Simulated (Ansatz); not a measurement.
Structure optimisation: lanthanum, dhcp

The calculation used Ansatz 0.2.0, DFT, PBE, plane waves (420 eV) with PAW, scalar-relativistic.

k-point mesh 10×10×3, Fermi-Dirac smearing 0.05 eV, starting moments 1.00 ×4 μB. Cell and atoms relax.

Starting structure:

```yaml
crystal:
  lattice:
    - [3.7700018307, 0.0, 0.0]
    - [-1.8850009153, 3.2649173577, 0.0]
    - [0.0, 0.0, 12.159]
  atoms:
    - { symbol: La, position: [0.0, 0.0, 0.0], spin: 1.0 }
    - { symbol: La, position: [0.0, 0.0, 0.5], spin: 1.0 }
    - { symbol: La, position: [0.3333333333, 0.6666666667, 0.75], spin: 1.0 }
    - { symbol: La, position: [0.6666666667, 0.3333333333, 0.25], spin: 1.0 }
hamiltonian:
  xc: pbe
  pseudopotentials:
    kind: paw
    azcp:
      La: "pseudopotentials/La.paw.azcp"
basis:
  ecutwfc: 420
  fft_grid_basis: typed
kpoints:
  mp_grid: { grid: [10, 10, 3], shift: [0, 0, 0] }
magnetization:
  spin_polarized: true
scf:
  occupations: { method: fermi_dirac, width: 0.05 }
relax:
  max_steps: 60
  f_tol: 0.01
  cell: {}
```

Question: The pressure at the start is -0.1 GPa. By how much does the volume change?

Answer: From 37.42 to 37.28 Å³ per atom, -0.4 %. The final cell has a = 3.774 Å, c = 12.086 Å (c/a = 3.202).

Question: How much energy does the relaxation gain?

Answer: 0.2 meV per atom.

Question: Which magnetic state does it end in?

Answer: non-magnetic.
